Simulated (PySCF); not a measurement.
**How well do the runs reproduce experiment for ClH3Si?**

**The experiment to reproduce.**

From NIST CCCBDB Release 22 (SRD 101), experimental dipoles, for the gas: dipole moment (microwave Stark effect) 1.31 ± 0.01 D.

The results are set against them at the end.

Compound: ClH₃Si.
SMILES with atom numbers: `[SiH3:1][Cl:2]` (hydrogens: H3, H4, H5 on Si1)

Structure used (GFN2-xTB), in Å, numbered top down from 1:
```xyz
5
ClH3Si angstrom
Si    -0.127    0.005   -0.011
Cl     1.879   -0.069    0.105
H     -0.562   -0.966   -1.009
H     -0.511    1.357   -0.403
H     -0.670   -0.325    1.301
```

The PySCF runs (gas phase, on this GFN2-xTB geometry; no spin–orbit coupling):

```json
{"level": "PBE0/pcSseg-1", "job": "shieldings, charges and field gradients", "basis functions": "63", "wall time": "2.5 s"}
```

Hardware: one thread, Arm Neoverse V1, shared host.

## Comparison

**Dipole moment.** Measured: 1.31 D (NIST CCCBDB Release 22 (SRD 101), experimental dipoles).

| level | computed (D) | computed − measured (D) | % (from the printed values) |
| --- | --- | --- | --- |
| PBE0/pcSseg-1 | 1.51 | +0.20 | +15 |

The computed dipoles belong to one fixed geometry; measured ones are averaged over vibrations unless marked μe. Magnitudes are compared, not signs.

No measured geometry was used, and the causes of the misses weren't examined.
